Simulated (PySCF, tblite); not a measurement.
**C2H4ClO radical, a cluster model of a defect (C site with back bonds C, O, Cl): EPR parameters**

Wanted: the EPR parameters for `C[C](O)Cl`. It is drawn as: dangling bond.

Programs: tblite 0.8.0 and PySCF 2.14.0. All values are calculated, for the isolated system unless a continuum is named. Atoms count from 0, parts from 1.

## 1. The system as given

8 atoms, charge 0, multiplicity 2; geometry: distance geometry start.

## 2. Relaxing the cluster with GFN2-xTB

Job settings and geometry (Å):

```
{"job": {"kind": "relax", "xc": "GFN2-xTB", "basis": "xTB"}, "charge": 0, "multiplicity": 2}
C      0.395659     0.502187    -0.399250
C     -0.849730    -0.164836     0.136856
O      1.445914    -0.324381    -0.708708
Cl     0.822195     2.024355     0.384430
H     -1.011987     0.165582     1.148263
H     -1.669502     0.129268    -0.551315
H     -0.760408    -1.264822     0.041046
H      1.618949    -1.039090    -0.081269
```

With the program's defaults for keys left out, this is: GFN2-xTB geometry optimisation, gas phase.

Run with:

```console
$ OMP_NUM_THREADS=1 python cluster_run.py task.json out
```

The driver reads the jobs from task.json and runs them one after another.

**Question.** The jobs that follow are: PBE0-D3(BJ)/def2-SVP geometry optimisation, gas phase; UKS B3LYP, IGLO-III on C Cl O, pcH-1 on H, non-relativistic, mean-field spin-orbit, GIAO; UKS BHandHLYP, IGLO-III on C Cl O, pcH-1 on H, non-relativistic, mean-field spin-orbit, GIAO. Predict: point group; rotational constants (main isotopes); g(iso) (B3LYP); ⟨S²⟩; largest a(iso).

**Answer**, as computed:

```
                            quantity                 value
                         point group                    C1
rotational constants (main isotopes)  9.50, 4.80, 3.30 GHz
                      g(iso) (B3LYP)               2.00460
                                ⟨S²⟩    0.753 (exact 0.75)
                      largest a(iso)  13C on C0, 318.2 MHz
```

The optimisation took 7 steps and gained 0.051 eV; among the close pairs (by a distance rule), C0–O2 changed most, from 1.317 to 1.349 Å (PBE0/def2-SVP). No frequency check was run at this level, so the end point may be a saddle. Most of the unpaired spin sits on C0 (0.84 e). The isotropic g lies 2.3 ppt above the free-electron value. The coupling of 13C on C0 runs from 318.2 (B3LYP/IGLO-III+pcH-1) to 357.8 MHz (BHandHLYP/IGLO-III+pcH-1).
